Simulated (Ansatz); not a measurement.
in.yaml

```yaml
crystal:
  periodic: [false, false, false]
  atoms:
    - {symbol: As, position_ang: [0.050000, 0.300000, 2.188000]}
    - {symbol: H, position_ang: [0.000000, 0.000000, 1.888000]}
basis:
  gaussian: {orbitals: 6-31G}
magnetization: {spin_polarized: false, initial_magnetization: 2}
correlation: {active_space: {window: {electrons: 2, orbitals: 3}}}
```

```sh
$ ansatz run in.yaml --threads 1 --pin off --events-out ev --progress --plain --max-ram 2393MiB
```

Problem. One thing in this input was set wrong on purpose, beside settings that are merely unusual. What is the gravest fault, and what does the program do?

Solution. Atoms on top of each other. How the run ends: converged.
```
282 factors; integrals over basis functions are off by at most 4.7e-4 eV
mean field evaluation 1: about -60675.3970 eV, gradient 1.1e1 eV
mean field evaluation 2: about -60675.4020 eV, gradient 1.1e1 eV
mean field evaluation 4: about -60675.7895 eV, gradient 7.3e-1 eV
mean field evaluation 8: about -60675.7907 eV, gradient 3.5e-4 eV
mean field evaluation 16: about -60674.8103 eV, gradient 1.2e-6 eV
mean field evaluation 32: about -60674.8102 eV, gradient 1.0e-1 eV
mean field -60675.79074378 eV, -2229.7941823057 hartree, gradient 9.5e-7 eV, S^2 2.000000; 7 other end points of the search recorded, 0 dependent functions left out
reference -60675.79074378 eV, -2229.7941823057 hartree; 18, 16 occupied and 13, 15 virtual orbitals, 282 factors
state -60675.79074378 eV, -2229.7941823057 hartree
Total energy: -60675.79074378 eV, -2229.7941823057 hartree
```
